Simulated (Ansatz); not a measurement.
**C8H18: vertical ionisation energy**

How much energy removes an electron from C8H18 at fixed geometry? The cation is run at each level and the neutral's energy taken from earlier runs.

Method: unrestricted cation, the program's frozen cores in correlated methods; program: Ansatz 0.2.0, Gaussian basis.

Levels to be run: UKS PBE-D4/def2-TZVPP; UKS r2SCAN-D4/def2-TZVPP; UKS PBE0-D4/def2-TZVPP; UKS B3LYP-D4/def2-TZVPP; UKS wB97X-V/def2-TZVPP; UKS wB97M-V/def2-TZVPP; UKS B2PLYP/def2-TZVPP; UHF-CCSD(T)/def2-TZVPP; UHF-MP2/def2-QZVPP; extrapolation to the limit; then −ε(HOMO) from the neutral's earlier runs with LDA (SPW92), PBE-D4, revPBE-D4, BLYP-D4, r2SCAN-D4, B97M-V, PBE0-D4, B3LYP-D4, r2SCANh-D4, r2SCAN0-D4, HSE06-D4, BHLYP-D4, CAM-B3LYP-D4, LC-ωPBE, ωB97X-V, ωB97M-V.

**1. Structure used throughout**

The geometry comes from an earlier relaxation with PBE0-D4 in a triple-zeta def2 set; it is a stationary point, not always the lowest conformer.

SMILES `CCCC(C)(C)CC`, 26 atoms, charge 0, spin multiplicity 1.

Atoms are counted from 1 here; the program's logs count them from 0.

Bond lengths: C1–C2 1.520 Å, C1–H9 1.094 Å, C1–H10 1.092 Å, C1–H11 1.094 Å, C2–C3 1.520 Å, C2–H12 1.095 Å, C2–H13 1.095 Å, C3–C4 1.536 Å, C3–H14 1.098 Å, C3–H15 1.097 Å, C4–C5 1.527 Å, C4–C6 1.527 Å, C4–C7 1.537 Å, C5–H16 1.093 Å, C5–H17 1.094 Å, C5–H18 1.094 Å, C6–H19 1.094 Å, C6–H20 1.093 Å and more. Angles: C2–C1–H9 111.1°, C2–C1–H10 111.7°, C2–C1–H11 111.1°, H9–C1–H10 107.7°, H9–C1–H11 107.4°, H10–C1–H11 107.7°, C1–C2–C3 112.0°, C1–C2–H12 109.2°, C1–C2–H13 109.3°, C3–C2–H12 109.9°, C3–C2–H13 110.0°, H12–C2–H13 106.1°, C2–C3–C4 116.8°, C2–C3–H14 108.7°, C2–C3–H15 108.6°, C4–C3–H14 107.8°, C4–C3–H15 108.8°, H14–C3–H15 105.4° and more.

**2. Cation, UKS PBE-D4/def2-TZVPP**

Input file in.yaml:

```yaml
crystal:
  periodic: [false, false, false]
  atoms:
    - {symbol: C, position_ang: [-0.914479, -2.611179, -1.423115]}
    - {symbol: C, position_ang: [-0.562624, -1.142115, -1.258849]}
    - {symbol: C, position_ang: [0.226558, -0.883504, 0.014690]}
    - {symbol: C, position_ang: [0.664681, 0.564692, 0.276648]}
    - {symbol: C, position_ang: [1.378652, 0.605979, 1.625900]}
    - {symbol: C, position_ang: [1.647059, 1.024300, -0.798221]}
    - {symbol: C, position_ang: [-0.528322, 1.533258, 0.278022]}
    - {symbol: C, position_ang: [-1.656566, 1.205914, 1.241611]}
    - {symbol: H, position_ang: [-1.516131, -2.968063, -0.582167]}
    - {symbol: H, position_ang: [-1.483902, -2.789603, -2.338235]}
    - {symbol: H, position_ang: [-0.013160, -3.229297, -1.466085]}
    - {symbol: H, position_ang: [-1.483286, -0.549243, -1.254606]}
    - {symbol: H, position_ang: [0.010296, -0.808017, -2.129703]}
    - {symbol: H, position_ang: [1.127464, -1.510518, 0.004644]}
    - {symbol: H, position_ang: [-0.363632, -1.234181, 0.869875]}
    - {symbol: H, position_ang: [0.735738, 0.254629, 2.436434]}
    - {symbol: H, position_ang: [1.703229, 1.622417, 1.867524]}
    - {symbol: H, position_ang: [2.265891, -0.033480, 1.610957]}
    - {symbol: H, position_ang: [2.511975, 0.356526, -0.851141]}
    - {symbol: H, position_ang: [1.182888, 1.054737, -1.786826]}
    - {symbol: H, position_ang: [2.015141, 2.030446, -0.577543]}
    - {symbol: H, position_ang: [-0.931729, 1.592810, -0.738590]}
    - {symbol: H, position_ang: [-0.143127, 2.535224, 0.501373]}
    - {symbol: H, position_ang: [-1.311704, 1.168185, 2.277452]}
    - {symbol: H, position_ang: [-2.439302, 1.966105, 1.187662]}
    - {symbol: H, position_ang: [-2.121589, 0.243966, 1.012259]}
basis:
  gaussian: {orbitals: def2-TZVPP}
total_charge: 1
magnetization: {spin_polarized: true, initial_magnetization: 1}
hamiltonian: {xc: pbe, dispersion: d4}
```

Further steps of the session: Cation, UKS r2SCAN-D4/def2-TZVPP; Cation, UKS PBE0-D4/def2-TZVPP; Cation, UKS B3LYP-D4/def2-TZVPP; Cation, UKS wB97X-V/def2-TZVPP; Cation, UKS wB97M-V/def2-TZVPP; Cation, UKS B2PLYP (frozen core)/def2-TZVPP; Cation, UHF-CCSD(T)/def2-TZVPP; Cation, UHF-MP2/def2-QZVPP.

Before running them: what should the planned runs give, taken together? Wanted: ionisation energy, CCSD(T)/CBS; nearest functional by difference; nearest −ε(HOMO); −ε(HOMO) of PBE; T1 of the cation.

As calculated:

| quantity | value |
| --- | --- |
| ionisation energy, CCSD(T)/CBS | 10.79 eV |
| nearest functional by difference | ωB97X-V (-0.23 eV) |
| nearest −ε(HOMO) | ωB97M-V (-0.01 eV) |
| −ε(HOMO) of PBE | 7.18 eV |
| T1 of the cation | 0.023 |

Energy differences with functionals land within 1.04 eV of the reference. −ε(HOMO) of PBE misses by 3.6 eV, since self-interaction lifts the level. Among orbital estimates ωB97M-V comes nearest. Hartree-Fock falls 0.74 eV short, as the neutral has more correlation energy than the cation. The cation may have settled in a state other than its lowest; no search over hole states beyond the program's own was made.
